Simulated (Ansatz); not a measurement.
# BSiH2 (doublet): the correlation ladder, cc-pVTZ

An exercise on one series of results from a longer session: the logs are not shown, and one member is left open.

Program: Ansatz 0.2.0, Gaussian basis. Level of theory: cc-pVTZ, core rule «outside noble gas», up to 6 orbitals frozen. These are calculated values, not measurements.

The runs, in order: UHF; CCSD(T) on ROHF; CCSD(T) on UHF; BCCD(T) on ROHF; CCSDT(Q) on ROHF; CCSDT(Q) on UHF; CASSCF and MRCISD+Q, 9 electrons in 10 orbitals; CASSCF and NEVPT2, 9 electrons in 10 orbitals.

5 further runs of the same task are left out: 5 set aside as unsound or not needed.

### The system

The geometry is a PBE0/def2-TZVP stationary point (not a proven minimum).

4 atoms, charge 0, spin multiplicity 2.

Atoms are counted from 1 here; the program's logs count them from 0.

Bond lengths: Si1–B2 1.954 Å, Si1–H3 1.501 Å, Si1–H4 1.501 Å. Angles: B2–Si1–H3 102.8°, B2–Si1–H4 102.8°, H3–Si1–H4 107.0°.

Set-up of the first run:

Input file in.yaml:

```yaml
crystal:
  periodic: [false, false, false]
  atoms:
    - {symbol: Si, position_ang: [-0.085001, 0.000000, 0.494288]}
    - {symbol: B, position_ang: [0.088473, -0.000001, -1.451856]}
    - {symbol: H, position_ang: [0.709774, -1.206838, 0.899706]}
    - {symbol: H, position_ang: [0.709775, 1.206839, 0.899704]}
basis:
  gaussian: {orbitals: cc-pVTZ}
magnetization: {spin_polarized: true, initial_magnetization: 1}
hamiltonian: {xc: hf}
output: {orbitals: {seedname: orbitals}}
```

Launch:

```sh
$ ansatz run in.yaml --threads 1 --pin off --events-out ev --progress --plain --max-ram 4096MiB --backend cpu
```

Among the steps run: UHF; CCSD(T) on ROHF; CCSD(T) on UHF; BCCD(T) on ROHF; CCSDT(Q) on ROHF; CCSDT(Q) on UHF; CASSCF and MRCISD+Q, 9 electrons in 10 orbitals; CASSCF and NEVPT2, 9 electrons in 10 orbitals.

One of the session's tables, all rows but one given; the rest of the session is left out.

It belongs to the step «Misses and costs». 

| method | from RCCSDT(Q) (meV) |
| --- | --- |
| ROHF | +6599.7 |
| UHF | +6070.0 |
| RMP2 | +1432.3 |
| UMP2 | +1780.7 |
| RCCSD | +417.8 |
| UCCSD | +433.0 |
| RCCSD(T) | +73.3 |
| UCCSD(T) | +132.7 |
| BCCD(T) | +78.6 |
| RCCSDT | +25.2 |
| UCCSDT | +27.9 |
| RCCSDT(Q) | 0 |
| UCCSDT(Q) | -4.8 |
| CASSCF valence | +3918.3 |
| NEVPT2 valence | +1033.1 |
| MRCISD valence | +358.8 |
| MRCISD+Q valence | ? |

Estimate the missing values for MRCISD+Q valence.

**Answer.** from RCCSDT(Q) (meV): +98.1. In the column «from RCCSDT(Q) (meV)» it lies between BCCD(T) (+78.6) and UCCSD(T) (+132.7).

With the free atoms at the same levels and basis (separate runs), the atomisation energy is 8.753 eV at RCCSDT(Q), 8.713 eV at RCCSD(T), 8.652 eV at UCCSD(T), 6.292 eV at ROHF.

Limits of these values: The determinant is far from a pure spin state, so its energy mixes those of several spin states (harmless only where they are near-degenerate, as at dissociation). Restricted and unrestricted rows rest on different reference determinants; where their highest levels disagree by more than a few hundredths of an eV, they describe different states and don't form one ladder.
